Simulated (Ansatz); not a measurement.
Ligand exchange: C3H6O2 + SiH2(CH3)(OH) → C3H6O3 + SiH3(CH3)

Gas-phase species: C3H6O2 (methoxyacetaldehyde) `COCC=O`, singlet; SiH2(CH3)(OH), singlet; C3H6O3 (methoxyacetic acid) `COCC(=O)O`, singlet; SiH3(CH3), singlet. The partners trade H for OH: C–H and Si–OH bonds give way to C–OH and Si–H.

Shapes, held fixed at every level: PBE0-D4/def2-TZVP. Flexible molecules stand in one conformer, not always the lowest. Programs: Ansatz 0.2.0. Electronic energies: no zero-point or thermal term.

**Question.** Estimate ΔE of this reaction.

**Answer.** The highest level, CCSD(T)/CBS estimate, gives ΔE = +65.8 kJ/mol; the levels span +41.7 to +65.8. The column of differences is taken from that level and isn't an error. No measured value is set beside it here. The CBS estimate extrapolates MP2 from def2-TZVPP and def2-QZVPP and adds CCSD(T) − MP2 in the triple-zeta set, cores frozen.

```
               level                   kind  ΔE (kJ/mol)  less CCSD(T)/CBS estimate
       HF/def2-TZVPP           Hartree–Fock        +65.7                       -0.1
   PBE-D4/def2-TZVPP                    GGA        +41.7                      -24.1
r2SCAN-D4/def2-TZVPP               meta-GGA        +48.5                      -17.3
  PBE0-D4/def2-TZVPP          global hybrid        +46.5                      -19.3
      MP2/def2-TZVPP    perturbation theory        +64.2                       -1.6
  CCSD(T)/def2-TZVPP  coupled cluster or CI        +60.5                       -5.3
     CCSD/def2-TZVPP  coupled cluster or CI        +63.6                       -2.2
CCSD(T)/CBS estimate  coupled cluster or CI        +65.8                        0.0
```
